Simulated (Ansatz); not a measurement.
**C₂H₃N (SMILES CC#N): one structure at several levels**

The task here is to estimate one member of a computed series from the others.

Computed with Ansatz 0.2.0, Gaussian basis. Level: single points in def2-TZVPP.

Cores are frozen in the correlated methods.

**The system as given**

SMILES `CC#N`, 6 atoms, charge 0, spin multiplicity 1.

Atoms are counted from 1 here; the program's logs count them from 0.

Bond lengths: C1–C2 1.446 Å, C1–H4 1.086 Å, C1–H5 1.075 Å, C1–H6 1.076 Å, C2–N3 1.134 Å. Angles: C2–C1–H4 106.9°, C2–C1–H5 109.6°, C2–C1–H6 108.1°, H4–C1–H5 109.9°, H4–C1–H6 111.9°, H5–C1–H6 110.3°, C1–C2–N3 178.7°.

Coordinates:

```xyz
6

C    -0.2679    0.3383   -0.2233
C     0.5628   -0.6543    0.4212
N     1.2000   -1.4510    0.9159
H     0.1620    0.5230   -1.2030
H    -1.2685   -0.0416   -0.3280
H    -0.2676    1.2234    0.3879
```

Set-up of the first run:

File run/in.yaml:

```yaml
crystal:
  periodic: [false, false, false]
  atoms:
    - {symbol: C, position_ang: [-0.267900, 0.338300, -0.223300]}
    - {symbol: C, position_ang: [0.562800, -0.654300, 0.421200]}
    - {symbol: N, position_ang: [1.200000, -1.451000, 0.915900]}
    - {symbol: H, position_ang: [0.162000, 0.523000, -1.203000]}
    - {symbol: H, position_ang: [-1.268500, -0.041600, -0.328000]}
    - {symbol: H, position_ang: [-0.267600, 1.223400, 0.387900]}
basis:
  gaussian: {orbitals: def2-TZVPP}
correlation: {method: ccsd_t}
output: {forces: true}
```

No record of the launch command was kept for these runs.

Among the steps run: CCSD(T)/def2-TZVPP; PBE0-D4/def2-TZVPP; wB97M-V/def2-TZVPP; r2SCAN-D4/def2-TZVPP; PBE-D4/def2-TZVPP; SPW92/def2-TZVPP; CAM-B3LYP-D4/def2-TZVPP.

One table of the session follows, with a row left open; its other results are not shown here.

| method | RMS force component (eV/Å) | angle to CCSD(T) forces (°) | dipole (D) |
| --- | --- | --- | --- |
| CCSD(T) | 1.031 | reference | 3.83 |
| PBE0-D4 | 0.671 | 15.0 | 3.98 |
| wB97M-V | 0.539 | 12.2 | 3.96 |
| r2SCAN-D4 | 0.835 | 11.3 | 4.02 |
| PBE-D4 | 1.156 | 9.8 | 3.90 |
| SPW92 | 1.032 | 21.2 | 4.01 |
| CAM-B3LYP-D4 | ? | ? | ? |

Q: Estimate the row for CAM-B3LYP-D4 from the others.

The run gave: RMS force component (eV/Å): 0.439; angle to CCSD(T) forces (°): 22.6; dipole (D): 4.01. In the column «RMS force component (eV/Å)» it is the lowest.
